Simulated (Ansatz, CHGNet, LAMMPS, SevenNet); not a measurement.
**Ladder of methods for the elastic constant C12 of fcc Pt**

Reference value: 254 GPa (measured, 0 K, low-temperature values given for 0 K; zero-point effects included; as tabulated in Li et al. (2021), arXiv:2102.01972).

Problem. What do MEAM library.meam-Pt, Morse jacobson2022, CHGNet 0.3.0, SevenNet-l3i5, LDA, PBE, PBEsol, r²SCAN, HSE06 give, and how far is each from the reference?

Solution. 
| level (code) | value (GPa) | cell (Å³/atom) | difference (%) |
|---|---|---|---|
| MEAM library.meam-Pt (LAMMPS) | 251 | 15.06 | -1.2 |
| Morse jacobson2022 (LAMMPS) | 236 | 15.06 | -7.1 |
| CHGNet 0.3.0 | 230 | 15.72 | -9.4 |
| SevenNet-l3i5 | 224 | 15.73 | -11.8 |
| LDA (Ansatz) | 270 | 14.76 | +6.3 |
| PBE (Ansatz) | 219 | 15.64 | -13.8 |
| PBEsol (Ansatz) | 252 | 15.04 | -0.8 |
| r²SCAN (Ansatz) | 242 | 15.29 | -4.7 |
| HSE06 (Ansatz) | 251 | 15.12 | -1.2 |

Once the reference is moved by up to 5.0 % (a margin picked here for doubts on the reference and the settings, and for temperature and zero-point motion) and values within 1.7 % count as equal, the nearest can be PBEsol (-0.8 %), MEAM library.meam-Pt (-1.2 %), HSE06 (-1.2 %), r²SCAN (-4.7 %) or LDA (+6.3 %). Within 20 %: MEAM library.meam-Pt, Morse jacobson2022, CHGNet 0.3.0, SevenNet-l3i5, LDA, PBE, PBEsol, r²SCAN, HSE06.

The measured value isn't corrected to a static lattice, so vibrations enter the comparison. The crystal itself was run without spin with LDA, PBE, PBEsol, r²SCAN, HSE06; a magnetic state was not tried in these runs. Density-functional levels without +SOC have no spin–orbit coupling. HSE06: hybrids on metals are sensitive to the k mesh. Each level is taken at its own relaxed cell. Cutoffs and k meshes differ between the levels. Ansatz's density-functional and Hartree–Fock values are scalar-relativistic unless marked +SOC, with PAW data made under PBE.

Empirical potentials (MEAM library.meam-Pt, Morse jacobson2022) are fitted to chosen data: where that held the value shown, agreement is built in, and what lay outside the fit can be far off. Machine-learned potentials (CHGNet 0.3.0, SevenNet-l3i5) are trained on DFT data: a solid inside that data is no test of them.

Differences are worked out from the printed values.

Ansatz is a program for electronic structure.
